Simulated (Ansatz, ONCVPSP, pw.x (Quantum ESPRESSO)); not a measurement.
# pw.x on bcc Al: one setting changed

Potential: optimised norm-conserving Vanderbilt (ONCV), ONCVPSP 4.0.1.1 (patched build), LDA (Perdew-Wang 92); core [Ne], reference 3s2 3p1; waves: 3s: rc 1.55 bohr, ncon 3, nbas 6, qcut 4.9 1/bohr, local; 3p: rc 2.25 bohr, ncon 4, nbas 8, qcut 3.8 1/bohr, 2 projectors, debl 2.3 Ha; d scattering state at 0.28 Ha: rc 2.10 bohr, ncon 4, nbas 8, qcut 5.1 1/bohr, 1 projector; local part: the s channel; core correction: Teter function fitted to the true core (icmod 2), fcfact 0.7.

The reference run (k-mesh 14³, cutoffs 50/200 Ry, Fermi–Dirac 0.01 Ry, mixing_beta 0.4, conv_thr 1e-9, no spin) gives -0.21 GPa at 16.222 Å³/atom, where all-electron LAPW gives 0.10 GPa. This run, with its own iteration cap, changes mixing_beta to 1.3, a wrong or extreme entry chosen on purpose.

```
&control
  calculation='scf', prefix='x', pseudo_dir='./', outdir='./tmp', tstress=.true., disk_io='none'
/
&system
  ibrav=0, nat=1, ntyp=1, ecutwfc=50, ecutrho=200, nbnd=8,
  occupations='smearing', smearing='fd', degauss=0.01
/
&electrons
  conv_thr=1e-09, mixing_beta=1.3, electron_maxstep=70
/
ATOMIC_SPECIES
Al 1.0 Al.UPF
CELL_PARAMETERS angstrom
  -1.59470909 1.59470909 1.59470909
  1.59470909 -1.59470909 1.59470909
  1.59470909 1.59470909 -1.59470909
ATOMIC_POSITIONS crystal
Al 0.0000 0.0000 0.0000
K_POINTS automatic
14 14 14 0 0 0
```

```bash
pw.x < Al.scf.in > Al.scf.out
```

**Question.** How does the run end?

**Answer.** It converges in 5 iterations; the free energy moves by +0.0 meV/atom and the pressure by +0.00 GPa. The result is that of the reference run.

```
Message from routine setup:
     using ibrav=0 with symmetry is DISCOURAGED, use correct ibrav instead
     lattice parameter (alat)  =       5.2196  a.u.
     unit-cell volume          =     109.4715 (a.u.)^3
     number of electrons       =         3.00
     number of Kohn-Sham states=            8
     kinetic-energy cutoff     =      50.0000  Ry
     charge density cutoff     =     200.0000  Ry
     scf convergence threshold =      1.0E-09
     Exchange-correlation= SLA  PW   NOGX NOGC
     number of k points=   104  Fermi-Dirac smearing, width (Ry)=  0.0100
     iteration #  1     ecut=    50.00 Ry     beta= 1.30
     negative rho (up, down):  3.550E-07 0.000E+00
     total energy              =      -6.04850535 Ry
     estimated scf accuracy    <       0.00524233 Ry
     iteration #  2     ecut=    50.00 Ry     beta= 1.30
     total energy              =      -6.04847481 Ry
     estimated scf accuracy    <       0.00097770 Ry
     iteration #  3     ecut=    50.00 Ry     beta= 1.30
     total energy              =      -6.04852123 Ry
     estimated scf accuracy    <       0.00000038 Ry
     iteration #  4     ecut=    50.00 Ry     beta= 1.30
     total energy              =      -6.04852229 Ry
     estimated scf accuracy    <          2.7E-09 Ry
     iteration #  5     ecut=    50.00 Ry     beta= 1.30
     the Fermi energy is     7.8863 ev
!    total energy              =      -6.04852229 Ry
     estimated scf accuracy    <          8.5E-11 Ry
     smearing contrib. (-TS)   =      -0.00171532 Ry
     The total energy is F=E-TS. E is the sum of the following terms:
     one-electron contribution =       2.97596537 Ry
     hartree contribution      =       0.00480114 Ry
     xc contribution           =      -3.59329243 Ry
     ewald contribution        =      -5.43428105 Ry
     convergence has been achieved in   5 iterations
          total   stress  (Ry/bohr**3)                   (kbar)     P=       -2.15
     Message from routine punch:
     Nothing written, as per user request (disk_io='none')
```

The run took about 8.4 s on one core of a shared host (Neoverse-N1, 64 threads, 124 GiB, load 45).
